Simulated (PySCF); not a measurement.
```xyz
4

C      0.0000     0.0000    -0.0002
H      1.0587    -0.2143     0.0017
H     -0.7149    -0.8098     0.0010
H     -0.3438     1.0240    -0.0025
```

Charge 0, multiplicity 2.

Q: Give the Mulliken and meta-Löwdin atomic charges from PBE0-D3(BJ)/def2-TZVP run with PySCF.

A: 
```csv
atom,Mulliken (e),meta-Löwdin (e)
C1,-0.42,-0.40
H2,0.14,0.13
H3,0.14,0.13
H4,0.14,0.13
```
